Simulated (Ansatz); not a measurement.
System: rock-salt GdN. Method: PBEsol-D3(BJ) (Ansatz, an electronic-structure program, plane waves, PAW).

Run with plane-wave cutoff 520 eV, 12×12×12 k mesh, Fermi–Dirac smearing 0.01 eV, spin-polarised with parallel moments, scalar-relativistic PAW data made under PBE.

Cell (relaxed at this level):

```xyz
2
Lattice="0.0000 2.4385 2.4385 2.4385 0.0000 2.4385 2.4385 2.4385 0.0000" Properties=species:S:1:pos:R:3 pbc="T T T"
Gd     0.0000     0.0000     0.0000
N      2.4385     2.4385     2.4385
```
Starting moments (μB, in the order of the record's atoms Gd N): 7.0 0.0.

**Question.** What does this level give for the bulk modulus, magnetic moment (largest site, within a sphere) and pressure derivative B′ of the bulk modulus?

**Answer.** 
- bulk modulus = 169 GPa
- magnetic moment (largest site, within a sphere) = 6.84 μB
- pressure derivative B′ of the bulk modulus = 4.1

The run finds no gap.

Measured, for comparison: bulk modulus 192 ± 35 GPa (temperature not stated, not corrected to a static lattice; as tabulated in Doll (2008), arXiv:0801.3152). Computed (rounded) less measured: bulk modulus -12 % (inside the measured uncertainty).

Note: the 4f shell is treated without U or exact exchange, so its levels and filling can be wrong.

Moments are spin moments.

Spin–orbit coupling is not included; it can open a gap where bands touch, and shift volumes and moduli.

Computed values are for the static lattice.

Cost on a shared machine: about 100 core-seconds (a rough figure).
